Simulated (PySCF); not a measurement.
Distances in Å between the heavy atoms of a computed structure (LC-wPBE/def2-SVP; lower triangle, same order across):
```
N1    0.00
C2    1.15  0.00
C3    2.61  1.46  0.00
C4    3.45  2.44  1.48  0.00
N5    4.58  3.60  2.56  1.24  0.00
C6    4.24  3.45  2.84  1.44  1.51  0.00
```

Hydrogens: 2 on C3, 2 on C6.

Neutral, closed shell.

Task: Read off the bonds between heavy atoms and their formal orders.

Result: N1–C2 (triple); C2–C3 (single); C3–C4 (single); C4–N5 (double); N5–C6 (single); C4–C6 (single).

Task: Which species is it?

Result: `N#CCC1=NC1`, C4H4N2. Among its features: nitrile and three-membered ring with nitrogen.

Task: Which rings does it hold (smallest set)?

Result: C4–N5–C6 (3 members).

Task: Classify the heavy atoms.

Result: N1: nitrile nitrogen; C2: nitrile carbon; C3: sp3 carbon next to a nitrile; C4: C=N carbon; N5: C=N nitrogen; C6: sp3 carbon bound to nitrogen.

Shape of the structure used: `[N:1]#[C:2][CH2:3][C:4]1=[N:5][CH2:6]1`: C2–C3–C4–N5 -137°.
